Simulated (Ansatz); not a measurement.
# CH₄Al radical: one structure at several levels

How do the functionals fare away from a minimum? The structure is a structure displaced at random from a GFN2-xTB minimum.

Method: single points in def2-TZVPP; program: Ansatz 0.2.0, Gaussian basis.

Cores are frozen in the correlated methods. Orbitals are unrestricted.

### 1 Starting geometry

SMILES `[CH2][AlH2]`, 6 atoms, charge 0, spin multiplicity 2.

Atoms are counted from 1 here; the program's logs count them from 0.

Bond lengths: C1–Al2 1.822 Å, C1–H3 1.040 Å, C1–H4 1.099 Å, Al2–H5 1.786 Å, Al2–H6 1.569 Å. Angles: Al2–C1–H3 118.4°, Al2–C1–H4 130.4°, H3–C1–H4 108.4°, C1–Al2–H5 129.7°, C1–Al2–H6 109.5°, H5–Al2–H6 120.5°.

Coordinates:

```
C    -0.18390   -0.99670    0.08710
Al    0.06910    0.80340   -0.04100
H    -0.95220   -1.42790   -0.46460
H     0.50420   -1.79270    0.40510
H     0.46260    1.80180   -1.46850
H    -0.26690    1.47860    1.33500
```

### 2 CCSD(T)/def2-TZVPP

run/in.yaml

```yaml
crystal:
  periodic: [false, false, false]
  atoms:
    - {symbol: C, position_ang: [-0.183900, -0.996700, 0.087100]}
    - {symbol: Al, position_ang: [0.069100, 0.803400, -0.041000]}
    - {symbol: H, position_ang: [-0.952200, -1.427900, -0.464600]}
    - {symbol: H, position_ang: [0.504200, -1.792700, 0.405100]}
    - {symbol: H, position_ang: [0.462600, 1.801800, -1.468500]}
    - {symbol: H, position_ang: [-0.266900, 1.478600, 1.335000]}
basis:
  gaussian: {orbitals: def2-TZVPP}
magnetization: {spin_polarized: true, initial_magnetization: 1}
correlation: {method: ccsd_t}
scf: {omitted_lower_state_checks: [cluster_reference]}
output: {forces: true}
```

No record of the launch command was kept for these runs.

### 3 PBE0-D4/def2-TZVPP

run/in.yaml, as its differences from that of step 2:

```diff
@@ -12,4 +12,3 @@
 magnetization: {spin_polarized: true, initial_magnetization: 1}
-correlation: {method: ccsd_t}
-scf: {omitted_lower_state_checks: [cluster_reference]}
-output: {forces: true}
+hamiltonian: {xc: pbe0, dispersion: d4}
+output: {forces: true, orbitals: {seedname: orbitals}}
```

### 4 wB97M-V/def2-TZVPP

run/in.yaml, as its differences from that of step 3:

```diff
@@ -12,3 +12,3 @@
 magnetization: {spin_polarized: true, initial_magnetization: 1}
-hamiltonian: {xc: pbe0, dispersion: d4}
-output: {forces: true, orbitals: {seedname: orbitals}}
+hamiltonian: {xc: {name: wB97M-V}}
+output: {forces: true}
```

### 5 r2SCAN-D4/def2-TZVPP

run/in.yaml, as its differences from that of step 4:

```diff
@@ -12,3 +12,3 @@
 magnetization: {spin_polarized: true, initial_magnetization: 1}
-hamiltonian: {xc: {name: wB97M-V}}
+hamiltonian: {xc: r2scan, dispersion: d4}
 output: {forces: true}
```

### 6 PBE-D4/def2-TZVPP

run/in.yaml, as its differences from that of step 5:

```diff
@@ -12,3 +12,3 @@
 magnetization: {spin_polarized: true, initial_magnetization: 1}
-hamiltonian: {xc: r2scan, dispersion: d4}
+hamiltonian: {xc: pbe, dispersion: d4}
 output: {forces: true}
```

### 7 r2SCAN0-D4/def2-TZVPP

run/in.yaml, as its differences from that of step 6:

```diff
@@ -12,3 +12,3 @@
 magnetization: {spin_polarized: true, initial_magnetization: 1}
-hamiltonian: {xc: pbe, dispersion: d4}
+hamiltonian: {xc: {name: r2SCAN0}, dispersion: d4}
 output: {forces: true}
```

### 8 CAM-B3LYP-D4/def2-TZVPP

run/in.yaml, as its differences from that of step 7:

```diff
@@ -12,3 +12,3 @@
 magnetization: {spin_polarized: true, initial_magnetization: 1}
-hamiltonian: {xc: {name: r2SCAN0}, dispersion: d4}
+hamiltonian: {xc: {name: CAM-B3LYP}, dispersion: d4}
 output: {forces: true}
```

(Steps that only read results are left out.)

What does the calculation give? Wanted: energy less free atoms, CCSD(T)/def2-TZVPP; RMS force component; RMS force error; HOMO and LUMO, PBE0-D4; T1 diagnostic.

As calculated:

| quantity | value |
| --- | --- |
| energy less free atoms, CCSD(T)/def2-TZVPP | -1633.7 kJ/mol |
| RMS force component | 1.078 to 1.169 eV/Å over the methods |
| RMS force error | PBE0-D4 0.106, wB97M-V 0.078, r2SCAN-D4 0.116, PBE-D4 0.199, r2SCAN0-D4 0.096, CAM-B3LYP-D4 0.104 eV/Å |
| HOMO and LUMO, PBE0-D4 | -6.91 and -2.45 eV |
| T1 diagnostic | 0.012 |

Against CCSD(T) the functionals' energies less atoms differ by -59.8 to -31.9 kJ/mol, PBE-D4 by -38.9 kJ/mol. The reference is not at the basis limit: in triple zeta CCSD(T) underbinds, which counts against methods that bind more; the gaps are no ranking. For forces wB97M-V does best and PBE-D4 worst. Frozen-core CCSD(T) forces in triple zeta carry basis errors of their own, and this is one geometry, so small gaps rank nothing.
